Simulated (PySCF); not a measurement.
**How exact exchange moves a shielding**

Molecule: SMILES [SiH3][SiH2]S, H6SSi2.

Cartesian coordinates in Å; atom numbers follow the order of the lines, from 1:
```xyz
9

Si   -1.287    0.492    0.114
Si    0.600   -0.871   -0.153
S     2.283    0.072    0.812
H    -2.478   -0.061   -0.603
H    -0.974    1.846   -0.441
H    -1.601    0.626    1.568
H     0.443   -2.173    0.559
H     0.864   -1.147   -1.600
H     2.177    1.229    0.121
```

GIAO shieldings (ppm, equivalent atoms averaged) in PySCF 2.14.0 with density-fitted response routines on the PBE0-D3(BJ)/def2-SVP geometry, basis pcSseg-2, gas phase, non-relativistic:

| functional | exact exchange (%) | σ(Si2) |
| --- | --- | --- |
| BLYP | 0 | 362.9 |
| BP86 | 0 | 376.9 |
| PBE | 0 | 379.7 |
| B3LYP | 20 | 376.9 |
| PBE0 | 25 | 396.1 |
| BHandHLYP | 50 | 396.8 |
| HF | 100 | 433.1 |

(1) Fit each shielding as a line in the percentage of exact exchange.

(2) What does the line predict for mPW1PW91 (25 %), and what does the run give?

## Answers

(1) σ(Si2) = 372.6 + 0.59 x (rms 6.8 ppm). The functionals also differ in their semilocal parts, which the line can't hold; Hartree–Fock has no correlation at all.

(2) σ(Si2): 387.4 predicted, 393.8 computed ppm.
